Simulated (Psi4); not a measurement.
# S2O (Disulfur monoxide), step by step, part 2 of 2

Psi4 1.11.

### 3 The harmonic vibrations at BLYP-D3(BJ)/6-31+G(d) (density fitting, Cartesian functions) (run 2)

File os2.inp:

```
memory 1600 MB

molecule system {
  0 1
  O      0.485951     1.325970     0.474006
  S      0.561538    -0.158484     0.172026
  S     -1.011398    -1.008802    -0.625524
  units angstrom
}

set basis 6-31+G*
set t 298.15
set rotational_symmetry_number 1

e_tot, wfn = freq('blyp-d3bj2b', return_wfn=True)
```

Launch:

```
$ psi4 -i os2.inp -o os2.out -n 1
```

os2.out, cut to the lines that bear on the results:

```text
[...]
  Running in cs symmetry.
[...]
  Nuclear repulsion =  136.552144793355581
[...]
  Multiplicity = 1
[...]
  Nalpha       = 20
  Nbeta        = 20
[...]
    Number of basis functions: 65
[...]
   @DF-RKS iter   1:  -871.28835434483028    1.48987e-01   1.55451e-02 ADIIS/DIIS
[...]
  Running in c1 symmetry.
[...]
   @DF-RKS iter  14:  -871.55018436293983   -5.43423e-11   4.62685e-09 DIIS
[...]
    Orbital Energies [Eh]
    ---------------------
    Doubly Occupied:
       1A    -88.303092     2A    -88.177597     3A    -18.865340
       4A     -7.830101     5A     -7.720164     6A     -5.860742
       7A     -5.858806     8A     -5.854851     9A     -5.751139
      10A     -5.748875    11A     -5.740651    12A     -0.984180
      13A     -0.748204    14A     -0.563484    15A     -0.418424
      16A     -0.403774    17A     -0.400576    18A     -0.283393
      19A     -0.272450    20A     -0.250771
[...]
  @DF-RKS Final Energy:  -871.55018436293983
   => Energetics <=
    Nuclear Repulsion Energy =            136.5521396387146922
    One-Electron Energy =               -1473.4603589530195222
    Two-Electron Energy =                 525.1972062310356932
    DFT Exchange-Correlation Energy =     -59.8337464299920967
    Empirical Dispersion Energy =          -0.0054248496785576
    VV10 Nonlocal Energy =                  0.0000000000000000
    Total Energy =                       -871.5501843629398309
[...]
  -Total Gradient:
     Atom            X                  Y                   Z
    ------   -----------------  -----------------  -----------------
       1       -0.000020765842    -0.000109182300    -0.000000014958
       2        0.000041958346     0.000007581206    -0.000000018881
       3       -0.000102577017    -0.000087282321     0.000000030259
[...]
  ==> Harmonic Vibrational Analysis <==
[...]
  Freq [cm^-1]                 343.4346            606.7253           1049.2328
[...]
  IR activ [km/mol]             8.1054             39.5720             141.5696
[...]
  Total E_0, Enthalpy at 0 [K]                                                         -871.54562941 [Eh]
[...]
  Total H, Enthalpy at  298.15 [K]                                                     -871.54129734 [Eh]
[...]
  Total G, Gibbs energy at  298.15 [K]                                                 -871.57186135 [Eh]
[...]
```

On the terminal:

```text
Warning: used thermodynamics relations inappropriate for low-frequency modes: ['343.4346' '606.7253']
```

Wall time 21 s (1 thread of INTEL XEON PLATINUM 8581C at 2.30GHz (Emerald Rapids), shared host); peak memory 0.36 GiB.

### 4 A single-point energy at MP2-F12/cc-pVDZ-F12 (density fitting, density fitting for correlation) (run 3)

File os2.py:

```python
import psi4

psi4.set_memory('1600 MB')
psi4.set_num_threads(1)
psi4.set_output_file('output.dat', False)

m = psi4.geometry("""
O      0.485951     1.325970     0.474006
S      0.561538    -0.158484     0.172026
S     -1.011398    -1.008802    -0.625524
symmetry c1
""")

psi4.set_options({
    'basis': 'cc-pVDZ-F12',
    'freeze_core': 'true',
})

e = psi4.energy('mp2-f12')
print(f'total energy {e:.8f} hartree = {e * 27.211386:.5f} eV')
```

Launch:

```
$ python os2.py
```

output.dat, cut to the lines that bear on the results:

```text
[...]
  Running in c1 symmetry.
[...]
  Nuclear repulsion =  136.552144793355581
[...]
  Multiplicity = 1
[...]
  Nalpha       = 20
  Nbeta        = 20
[...]
    Number of basis functions: 108
[...]
   @DF-RHF iter   1:  -869.80043055157842   -3.93066e-01   4.88583e-03 ADIIS/DIIS
[...]
   @DF-RHF iter  15:  -869.91846754464507   -7.50333e-12   3.27346e-09 DIIS
[...]
    Orbital Energies [Eh]
    ---------------------
    Doubly Occupied:
       1A    -92.162223     2A    -92.011143     3A    -20.621020
       4A     -9.144922     5A     -9.010782     6A     -6.825214
       7A     -6.825017     8A     -6.823235     9A     -6.691557
      10A     -6.689679    11A     -6.687983    12A     -1.404990
      13A     -1.070973    14A     -0.829267    15A     -0.631439
      16A     -0.623798    17A     -0.591390    18A     -0.461267
      19A     -0.412234    20A     -0.408268
[...]
  @DF-RHF Final Energy:  -869.91846754464507
   => Energetics <=
    Nuclear Repulsion Energy =            136.5521447933555805
    One-Electron Energy =               -1473.0884196736819831
    Two-Electron Energy =                 466.6178073356812774
    Total Energy =                       -869.9184675446450683
[...]
 Multipole Moments:
 ------------------------------------------------------------------------------------
     Multipole            Electronic (a.u.)      Nuclear  (a.u.)        Total (a.u.)
 ------------------------------------------------------------------------------------
 L = 1.  Multiply by 2.5417464519 to convert [e a0] to [Debye]
 Dipole X            :          0.1758599           -0.0061504            0.1697096
 Dipole Y            :         -0.7798020           -0.0131011           -0.7929031
 Dipole Z            :         -0.0000000           -0.0000000           -0.0000000
 Magnitude           :                                                    0.8108617
[...]
```

Standard output:

```text
total energy -870.62822327 hartree = -23691.00065 eV
```

Run time: 25 s. Hardware: 1 thread of INTEL XEON PLATINUM 8581C at 2.30GHz (Emerald Rapids), shared host; peak memory 1.6 GiB.

### 5 Summary of results

This closing draws on all 2 parts.

```
                                                                             quantity             value
                                  run 1, BLYP-D3(BJ)/6-31+G*: total energy at the end     -871.55018 Eh
                                            run 1, BLYP-D3(BJ)/6-31+G*: dipole moment            1.66 D
                                              run 1, BLYP-D3(BJ)/6-31+G*: HOMO energy          -6.82 eV
                                              run 1, BLYP-D3(BJ)/6-31+G*: LUMO energy          -5.07 eV
                                            run 1, BLYP-D3(BJ)/6-31+G*: HOMO–LUMO gap           1.75 eV
                                        run 1, BLYP-D3(BJ)/6-31+G*: dispersion energy     -14.24 kJ/mol
                               run 2, BLYP-D3(BJ)/6-31+G*: lowest harmonic wavenumber          343 cm⁻¹
                              run 2, BLYP-D3(BJ)/6-31+G*: highest harmonic wavenumber         1049 cm⁻¹
                                        run 2, BLYP-D3(BJ)/6-31+G*: zero-point energy       12.0 kJ/mol
run 2, BLYP-D3(BJ)/6-31+G*: ideal-gas entropy at 298.15 K (symmetry number 1 as used)  64.3 cal/(mol K)
                                             run 3, MP2-F12/cc-pVDZ-F12: total energy     -870.62822 Eh
                      run 3, MP2-F12/cc-pVDZ-F12: HOMO energy (Hartree–Fock orbitals)         -11.11 eV
                      run 3, MP2-F12/cc-pVDZ-F12: LUMO energy (Hartree–Fock orbitals)          -1.29 eV
                    run 3, MP2-F12/cc-pVDZ-F12: HOMO–LUMO gap (Hartree–Fock orbitals)           9.82 eV
             run 3, MP2-F12/cc-pVDZ-F12: correlation energy (11 core orbitals frozen)        -692.9 mEh
```

What this shows: The optimisation (run 1, BLYP-D3(BJ)/6-31+G*) took 8 steps and changed the energy by -0.601 eV. All 3 modes (run 2, BLYP-D3(BJ)/6-31+G*) are real, so the shape is a minimum at this level. At BLYP-D3(BJ)/6-31+G*: Experiment gives 1.47 D for the dipole moment (NIST CCCBDB), so the computed value is 0.19 D (13 %) too high.
